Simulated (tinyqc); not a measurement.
Inside a calculation (part 2 of 2). Method: ROHF in the sto-3g basis, for LiH, spin multiplicity 3. This run ends on a higher stationary point, not on the lowest solution. Computed by tinyqc, a small Python program that keeps every step (integrals from PySCF). Command: `OMP_NUM_THREADS=1 python tinyqc.py 27801 27802 out.jsonl` (the two numbers bound the seeds that draw the settings). One thread of a shared host (Intel(R) Xeon(R) Processor @ 2.60GHz), about 0.1 s of CPU time with the checks.

Geometry (angstrom):
```
atom         x         y         z
Li    0.000000  0.000000  0.000000
H     0.000000  0.000000  1.962000
```

## Iteration 10 (converged): orbitals

converged F (hartree), lower triangle:
```
            1Li 1s     1Li 2s    1Li 2px   1Li 2py    1Li 2pz      2H 1s
1Li 1s   -2.329210
1Li 2s   -0.642743  -0.110800
1Li 2px   0.000000   0.000000   0.065384
1Li 2py   0.000000   0.000000  -0.006507  0.178940
1Li 2pz   0.001240  -0.022249   0.000000  0.000000   0.139736
2H 1s    -0.082629  -0.128067   0.000000  0.000000  -0.144192  -0.179038
```

X, lower triangle:
```
            1Li 1s     1Li 2s   1Li 2px   1Li 2py    1Li 2pz     2H 1s
1Li 1s    1.023436
1Li 2s   -0.130360   1.070039
1Li 2px   0.000000   0.000000  1.000000
1Li 2py   0.000000   0.000000  0.000000  1.000000
1Li 2pz  -0.007086   0.064693  0.000000  0.000000   1.088561
2H 1s     0.017653  -0.192716  0.000000  0.000000  -0.264835  1.134174
```

Diagonalise F' = X^T F X, C = X C', fill 3 alpha and 1 beta electrons from the bottom; D(s) = C_occ C_occ^T. Each column has its largest component positive (the first on a tie).

F' = X^T F X (hartree), lower triangle:
```
           1          2          3         4          5          6
1  -2.272510
2  -0.377119   0.055963
3   0.000000   0.000000   0.065384
4   0.000000   0.000000  -0.006507  0.178940
5  -0.006217   0.042633   0.000000  0.000000   0.237097
6   0.004192  -0.122335   0.000000  0.000000  -0.184389  -0.083958
```

orbital energies (hartree): MO1 -2.332165, MO2 -0.196782, MO3 0.065012, MO4 0.108805, MO5 0.179312, MO6 0.356733

coefficients C:
```
               MO1        MO2       MO3        MO4        MO5        MO6
1Li 1s    0.990573  -0.078729  0.000000  -0.252057   0.000000  -0.117520
1Li 2s    0.037229   0.171756  0.000000   0.940690   0.000000   0.536207
1Li 2px   0.000000   0.000000  0.998373   0.000000  -0.057025   0.000000
1Li 2py   0.000000   0.000000  0.057025   0.000000   0.998373   0.000000
1Li 2pz   0.001643   0.162959  0.000000  -0.413495   0.000000   1.030438
2H 1s    -0.005177   0.858487  0.000000  -0.178061   0.000000  -0.790701
```

D(alpha) after iteration 10, lower triangle:
```
            1Li 1s    1Li 2s   1Li 2px   1Li 2py   1Li 2pz     2H 1s
1Li 1s    0.987432
1Li 2s    0.023356  0.030886
1Li 2px   0.000000  0.000000  0.996748
1Li 2py   0.000000  0.000000  0.056933  0.003252
1Li 2pz  -0.011202  0.028050  0.000000  0.000000  0.026558
2H 1s    -0.072716  0.147257  0.000000  0.000000  0.139890  0.737026
```

D(beta) after iteration 10, lower triangle:
```
            1Li 1s     1Li 2s   1Li 2px   1Li 2py    1Li 2pz     2H 1s
1Li 1s    0.981234
1Li 2s    0.036878   0.001386
1Li 2px   0.000000   0.000000  0.000000
1Li 2py   0.000000   0.000000  0.000000  0.000000
1Li 2pz   0.001628   0.000061  0.000000  0.000000   0.000003
2H 1s    -0.005128  -0.000193  0.000000  0.000000  -0.000009  0.000027
```

## Convergence

Stop when the energy changes by less than 1e-10 hartree and every element of the error matrix X^T (F D S - S D F) X is below 3e-06.

Course of the cycle:
```
iteration  E (hartree)     change  largest element of the error matrix
1          -7.65137260          -                             2.17e-01
2          -7.71347414  -6.21e-02                             2.79e-02
3          -7.71671307  -3.24e-03                             5.09e-03
4          -7.71677984  -6.68e-05                             5.86e-04
5          -7.71678088  -1.04e-06                             1.74e-04
6          -7.71678096  -8.22e-08                             5.45e-05
7          -7.71678097  -1.31e-08                             2.38e-05
8          -7.71678097  -2.20e-09                             9.66e-06
9          -7.71678097  -3.71e-10                             3.98e-06
10         -7.71678097  -6.26e-11                             1.63e-06
```

PySCF ROHF in the same basis = -7.77557115 hartree

Converged in 10 iterations. But the solution lies 0.05879 hartree above the reference: it is another stationary point, not the lowest one. Reruns (cap 100 unless said): DIIS 8: converged in 7 to a higher stationary point; atomic densities as start, DIIS 8: converged in 9.

## Populations, bond orders and dipole

overlap S, lower triangle:
```
           1Li 1s    1Li 2s   1Li 2px   1Li 2py   1Li 2pz     2H 1s
1Li 1s   1.000000
1Li 2s   0.241137  1.000000
1Li 2px  0.000000  0.000000  1.000000
1Li 2py  0.000000  0.000000  0.000000  1.000000
1Li 2pz  0.000000  0.000000  0.000000  0.000000  1.000000
2H 1s    0.030152  0.307421  0.000000  0.000000  0.431332  1.000000
```

Mulliken: Z minus the diagonal of D S on the atom; Loewdin: the same with S^(1/2) D S^(1/2); Mayer order: 2 sum_s sum (D(s) S)_ij (D(s) S)_ji over the two atoms.

Charges (e):
```
atom   Mulliken    Loewdin  Mulliken spin
1Li   -0.159748  -0.209840       1.159366
2H     0.159748   0.209840       0.840634
```

Mayer bond orders:
```
pair     order
2-1   0.267816
```

dipole moment about the origin, x y z (debye): 0.000000  0.000000  0.578638
